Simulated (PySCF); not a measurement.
# Dipole moment and polarisability of difluorodisulfane

Species: difluorodisulfane, S2F2.
Geometry (PBE0-D3(BJ)/def2-TZVP, Å), atoms numbered from 1 in this order:
```
atom  x, y, z in Å
F1    -1.853    0.327    0.167
S2    -0.728   -0.623   -0.537
S3     0.876   -0.494    0.455
F4     1.743    0.764   -0.118
```

Level: CAM-B3LYP/aug-cc-pVTZ (PySCF), static field, nuclei fixed, core orbitals frozen in the response. The polarisability tensor in these axes (au):

```
x   57.29  2.00  6.35
y    2.00 37.22  0.71
z    6.35  0.71 37.58
```

Question: Give the principal values, the mean and the anisotropy Δα = √{½[(α1 − α2)² + (α2 − α3)² + (α1 − α3)²]}.

Answer: Principal values 35.70, 37.03 and 59.36 au; mean 44.03 au = 6.52 Å³ = 7.26 × 10⁻⁴⁰ C²·m²/J; Δα = 23.03 au (52 % of the mean).

Question: What is the dipole moment, and where does it point?

Answer: (0.17, -1.47, -0.09) D, 1.48 D in size, pointing from the negative to the positive side. Measured along this direction, the outermost atoms are F4 and F1 at the negative end and S2 and S3 at the positive end.

Question: Give the principal axes and the span of the nuclei along them.

Answer: Largest value along (0.95, 0.10, 0.28), where the nuclei span 3.39 Å; middle along (-0.12, 0.99, 0.06), 1.11 Å; least along (-0.27, -0.09, 0.96), 1.29 Å. The strongest response lies along the longest span, while the other two are in reverse order.

Question: Find the Langevin capture rate constant for O2+ (31.990 u) meeting this molecule (101.941 u), k = 2.342 × 10⁻⁹ cm³/s × √(α in Å³ / reduced mass in u).

Answer: The reduced mass is 24.35 u, so k = 1.21 × 10⁻⁹ cm³/s. The formula leaves out the permanent dipole, which adds to the capture rate.

Question: In TDDFT the mean static polarisability is Σ f/ω² over all singlet excitations (ω in hartree). How much of it do the 10 lowest give? Their energies (eV) and oscillator strengths: 5.02, 0.0004; 5.15, 0.0013; 5.67, 0.0032; 6.26, 0.0574; 6.81, 0.0204; 6.90, 0.0000; 7.17, 0.0051; 7.37, 0.1518; 7.94, 0.0496; 8.10, 0.0701.

Answer: They add up to 5.05 au, 11.5 % of the 44.03 au; the largest single term is 2.07 au, from the state at 7.37 eV. Terms in order: 0.01, 0.04, 0.07, 1.08, 0.33, 0.00, 0.07, 2.07, 0.58, 0.79 au. Higher excitations give the rest. The strengths listed sum to 0.359.

Question: Rayleigh depolarisation ratio (linearly polarised light, static tensor)?

Answer: ρ = 3Δα²/(45ᾱ² + 4Δα²) = 1590.6/(87245 + 2120.8) = 0.0178.

Isolated species at its PBE0-D3(BJ)/def2-TZVP geometry, gas phase.
